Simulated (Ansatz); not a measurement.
# AlCl₃: ionisation energy by level of theory

Aim: the vertical ionisation energy of AlCl₃, as cation minus neutral at the neutral's geometry, on several levels, and how well −ε(HOMO) stands in for it.

Program: Ansatz 0.2.0, Gaussian basis. Level of theory: unrestricted cation, the program's frozen cores in correlated methods. These are calculated values, not measurements.

Plan: UKS PBE-D4/def2-TZVPP; UKS r2SCAN-D4/def2-TZVPP; UKS PBE0-D4/def2-TZVPP; UKS B3LYP-D4/def2-TZVPP; UKS wB97X-V/def2-TZVPP; UKS wB97M-V/def2-TZVPP; UKS B2PLYP/def2-TZVPP; UHF-CCSD(T)/def2-TZVPP; UHF-CCSD(T)/def2-QZVPP; extrapolation to the limit; then −ε(HOMO) from the neutral's earlier runs with LDA (SPW92), PBE-D4, revPBE-D4, BLYP-D4, r2SCAN-D4, B97M-V, PBE0-D4, B3LYP-D4, r2SCANh-D4, r2SCAN0-D4, HSE06-D4, BHLYP-D4, CAM-B3LYP-D4, LC-ωPBE, ωB97X-V, ωB97M-V.

## (1) The relaxed structure

An earlier PBE0-D4 in a triple-zeta def2 set relaxation fixed the geometry.

4 atoms, charge 0, spin multiplicity 1.

Atoms are counted from 1 here; the program's logs count them from 0.

Bond lengths: Al1–Cl2 2.069 Å, Al1–Cl3 2.069 Å, Al1–Cl4 2.069 Å. Angles: Cl2–Al1–Cl3 120.0°, Cl2–Al1–Cl4 120.0°, Cl3–Al1–Cl4 120.0°.

## (2) Cation, UKS PBE-D4/def2-TZVPP

File in.yaml:

```yaml
crystal:
  periodic: [false, false, false]
  atoms:
    - {symbol: Al, position_ang: [0.000000, 0.000000, 0.000000]}
    - {symbol: Cl, position_ang: [0.000000, 2.069041, 0.000000]}
    - {symbol: Cl, position_ang: [1.791842, -1.034520, 0.000000]}
    - {symbol: Cl, position_ang: [-1.791842, -1.034520, 0.000000]}
basis:
  gaussian: {orbitals: def2-TZVPP}
total_charge: 1
magnetization: {spin_polarized: true, initial_magnetization: 1}
hamiltonian: {xc: pbe, dispersion: d4}
```

The run is started by

```sh
ansatz run in.yaml --threads 2 --pin off --events-out ev --progress --plain --max-ram 31744MiB --backend cpu
```

The runs that follow: Cation, UKS r2SCAN-D4/def2-TZVPP; Cation, UKS PBE0-D4/def2-TZVPP; Cation, UKS B3LYP-D4/def2-TZVPP; Cation, UKS wB97X-V/def2-TZVPP; Cation, UKS wB97M-V/def2-TZVPP; Cation, UKS B2PLYP (frozen core)/def2-TZVPP; Cation, UHF-CCSD(T)/def2-TZVPP; Cation, UHF-CCSD(T)/def2-QZVPP.

Q: Predict the results of all the runs planned. Wanted: ionisation energy, CCSD(T)/def2-TZVPP; nearest functional by difference; nearest −ε(HOMO); −ε(HOMO) of PBE; T1 of the cation.

The runs gave:

```
                             quantity               value
ionisation energy, CCSD(T)/def2-TZVPP            12.02 eV
     nearest functional by difference  ωB97X-V (-0.03 eV)
                     nearest −ε(HOMO)  LC-ωPBE (+0.19 eV)
                      −ε(HOMO) of PBE             7.95 eV
                     T1 of the cation               0.064
```

**Reading.** Energy differences with functionals land within 1.16 eV of the reference. −ε(HOMO) of PBE misses by 4.1 eV, since self-interaction lifts the level. Among orbital estimates LC-ωPBE comes nearest. Hartree-Fock falls 0.67 eV short, as the neutral has more correlation energy than the cation. The cation's T1 (from the report) is 0.064, above the customary mark of 0.045 for open shells, so the coupled-cluster value is less safe.
